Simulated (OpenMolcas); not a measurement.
# One shape, several levels: [HO2]− (hydroperoxide(1-))

Wanted: a comparison of 6 runs (B3LYP/6-31G*, M06-2X/def2-TZVPPD, PBE/def2-TZVPPD, PBE0/def2-TZVPPD, MP2/def2-TZVPPD) of [HO2]− (hydroperoxide(1-)). 

The results are computed with OpenMolcas 26.06.

1 further run of the same task is left out (set aside as unsound or not needed).

### 1 The structure to begin with

[HO2]− has 3 atoms, charge -1, and is taken as a singlet. SMILES: `[O-]O`. Geometry: relaxed at PBE0-D4/def2-TZVPD.

Bond lengths: O1–O2 1.479 Å, O2–H3 0.961 Å. Angles: O1–O2–H3 100.1°.

### 2 Energy and gradient at B3LYP/6-31G(d) (spherical functions) (run 1)

File mol.inp:

```
* HO2 Kohn-Sham DFT
>>> EXPORT MOLCAS_PRINT=2
&GATEWAY
BASLIB
$CurrDir
COORD
3
angstrom
O       -0.357760       1.025590      -0.080830
O       -0.242260      -0.445880      -0.180750
H        0.600030      -0.579720       0.261570
BASIS
6-31Gs
GROUP
NoSym
&SEWARD
GRIDINPUT
Grid=UltraFine
End of Grid
&SCF
CHARGE
-1
KSDFT
B3LYP
THRESHOLDS
1e-10 1e-07 1e-07 1e-05
PRORBITALS
1 1
&ALASKA
```

The basis set 6-31G* is read from a file made from the Basis Set Exchange's data (not shown).

Launch:

```bash
$ export MOLCAS_MEM=1860
$ pymolcas mol.inp > mol.log
```

Standard output:

```text
--- Start Module: gateway ---
[...]
--- Stop Module: gateway /rc=_RC_ALL_IS_WELL_ ---
[...]
      Basis functions           30
[...]
--- Start Module: scf ---
[...]
       Convergence after  16 Iterations
[...]
::    Total KS-DFT energy                            -150.8816839507
[...]
      Total spin, S                                     0.0000000000
[...]
      Total electronic charge=   18.000000
      Total            charge=   -1.000000
[...]
      Dipole Moment (debye):
      Origin of the operator (angstrom)=   -0.2725    0.2633   -0.1188
                   X=  1.4162E+00               Y= -1.8399E+00               Z=  5.6523E-01           Total=  2.3896E+00
      Center of Charge (angstrom)
[...]
--- Stop Module: scf /rc=_RC_ALL_IS_WELL_ ---
[...]
--- Start Module: alaska ---
[...]
 *              Molecular gradients               *
 **************************************************
  Irreducible representation: a
 ------------------------------------------------------------------------------------------
                              X                       Y                       Z
 ------------------------------------------------------------------------------------------
  O1                1.32419956838981E-03   -1.98269476772515E-02   -1.47229380516178E-03
  O2                8.61019068328361E-03    1.86537993164642E-02    6.73403842136966E-03
  H3               -9.93439025167442E-03    1.17314836079530E-03   -5.26174461620799E-03
 ------------------------------------------------------------------------------------------
--- Stop Module: alaska /rc=_RC_ALL_IS_WELL_ ---
[...]
```

Wall time 5.1 s (1 thread of Arm Neoverse V2, shared host); peak memory 0.37 GiB.

### 3 Energy and gradient at B3LYP/6-31G(d) (Cartesian functions) (run 2)

File input.xyz:

```xyz
3

O     -0.357760     1.025590    -0.080830
O     -0.242260    -0.445880    -0.180750
H      0.600030    -0.579720     0.261570
```

File run.input:

```
&GATEWAY
BasLib=$CurrDir
Coord=input.xyz
Basis=6-31Gs
Group=NoSym
&SEWARD
GridInput
Grid=UltraFine
End of Grid
&SCF
Charge=-1
KSDFT=B3LYP
Thresholds=1e-10 1e-07 1e-07 1e-05
PrOrbitals=1
&ALASKA
```

The basis set 6-31G* is read from a file made from the Basis Set Exchange's data (not shown).

Launch:

```bash
$ export MOLCAS_MEM=1860
$ pymolcas run.input > run.log
```

Standard output:

```text
--- Start Module: gateway ---
[...]
--- Stop Module: gateway /rc=_RC_ALL_IS_WELL_ ---
[...]
      Basis functions           32
[...]
--- Start Module: scf ---
[...]
       Convergence after  16 Iterations
[...]
::    Total KS-DFT energy                            -150.8860710501
[...]
      Total spin, S                                     0.0000000000
[...]
      Total electronic charge=   18.000000
      Total            charge=   -1.000000
[...]
      Dipole Moment (debye):
      Origin of the operator (angstrom)=   -0.2725    0.2633   -0.1188
                   X=  1.4141E+00               Y= -1.8416E+00               Z=  5.6391E-01           Total=  2.3894E+00
      Center of Charge (angstrom)
[...]
--- Stop Module: scf /rc=_RC_ALL_IS_WELL_ ---
[...]
--- Start Module: alaska ---
[...]
 *              Molecular gradients               *
 **************************************************
  Irreducible representation: a
 ------------------------------------------------------------------------------------------
                              X                       Y                       Z
 ------------------------------------------------------------------------------------------
  O1                1.40879057306631E-03   -1.88750327914065E-02   -1.32119701921457E-03
  O2                8.88942441149854E-03    1.73657617272038E-02    6.74324632014289E-03
  H3               -1.02982149845641E-02    1.50927106420295E-03   -5.42204930092738E-03
 ------------------------------------------------------------------------------------------
--- Stop Module: alaska /rc=_RC_ALL_IS_WELL_ ---
[...]
```

Wall time 5.4 s (1 thread of Arm Neoverse V2, shared host); peak memory 0.37 GiB.

Runs 3 to 5 aren't shown in full; the table further down has their settings and results.

### 4 The energy at MP2/def2-TZVPPD (run 6)

File job.inp:

```
>>> EXPORT MOLCAS_PRINT=2

&GATEWAY
 BASLIB = $CurrDir
 COORD
 3
 angstrom
 O       -0.357760       1.025590      -0.080830
 O       -0.242260      -0.445880      -0.180750
 H        0.600030      -0.579720       0.261570
 BASIS = def2-TZVPPD
 GROUP = NoSym

&SEWARD

&SCF
 CHARGE = -1
 THRESHOLDS = 1e-10 1e-07 1e-07 1e-05
 PRORBITALS = 0

&MBPT2
 FROZEN = 2
```

The basis set def2-TZVPPD is read from a file made from the Basis Set Exchange's data (not shown).

Launch:

```bash
$ export MOLCAS_MEM=1860
$ pymolcas job.inp > job.log
```

Standard output:

```text
--- Start Module: gateway ---
[...]
--- Stop Module: gateway /rc=_RC_ALL_IS_WELL_ ---
[...]
      Basis functions           97
[...]
--- Start Module: scf ---
[...]
       Convergence after  18 Iterations
[...]
::    Total SCF energy                               -150.2249546326
[...]
      Total spin, S                                     0.0000000000
[...]
      Total electronic charge=   18.000000
      Total            charge=   -1.000000
[...]
      Dipole Moment (debye):
      Origin of the operator (angstrom)=   -0.2725    0.2633   -0.1188
                   X=  1.4679E+00               Y= -1.8015E+00               Z=  5.9757E-01           Total=  2.3994E+00
      Center of Charge (angstrom)
[...]
--- Stop Module: scf /rc=_RC_ALL_IS_WELL_ ---
[...]
--- Start Module: mbpt2 ---
[...]
WARNING!
Default frozen orbitals as non valence orbitals is overwritten by user input.
Default values:   2
[...]
       Reference weight ( Cref**2 )         =        0.87903
::    Total MBPT2 energy                             -150.7328717303
[...]
      Total MBPT2 calculations                           0.27      0.30
--- Stop Module: mbpt2 /rc=_RC_ALL_IS_WELL_ ---
[...]
```

It took 8.7 s on 1 thread of Arm Neoverse V2, shared host; peak memory 0.54 GiB.

### 5 Overview of the runs

```tsv
run	level	Cartesian functions	task	energy (Eh)	HOMO energy (eV)	LUMO energy (eV)	HOMO–LUMO gap (eV)	wall time
1	B3LYP/6-31G* (spherical functions)	no	gradient	-150.881684	3.99	9.07	5.08	5.1 s
2	B3LYP/6-31G* (Cartesian functions)	yes	gradient	-150.886071	3.94	8.99	5.04	5.4 s
3	M06-2X/def2-TZVPPD	no	gradient	-150.944426	-0.35	4.94	5.29	33 s
4	PBE/def2-TZVPPD	no	gradient	-150.863937	2.87	4.29	1.42	27 s
5	PBE0/def2-TZVPPD	no	gradient	-150.845922	1.37	4.91	3.54	25 s
6	MP2/def2-TZVPPD	no	energy	-150.732872	-2.98	6.27	9.25	8.7 s
```

### 6 Outcome

| quantity | value |
| --- | --- |
| run 6: total energy | -150.73287 Eh |
| run 6: HOMO energy (Hartree–Fock orbitals) | -2.98 eV |
| run 6: LUMO energy (Hartree–Fock orbitals) | 6.27 eV |
| run 6: HOMO–LUMO gap (to an unbound level, set by the basis) | 9.25 eV |
| run 6: correlation energy (2 core orbitals frozen) | -507.9 mEh |

What this shows: Over runs 1, 2, 3, 4, 5 the HOMO–LUMO gap runs from 1.42 eV (PBE/def2-TZVPPD) to 5.29 eV (M06-2X/def2-TZVPPD). The empty levels of an anion lie above zero and hang on the basis. Totals of different functionals can't be ranked against each other. In runs 1, 2, 4, 5 the HOMO lies above zero, so the outermost electron may be held by the basis alone. All runs together took 1.7 min, the longest 33 s.
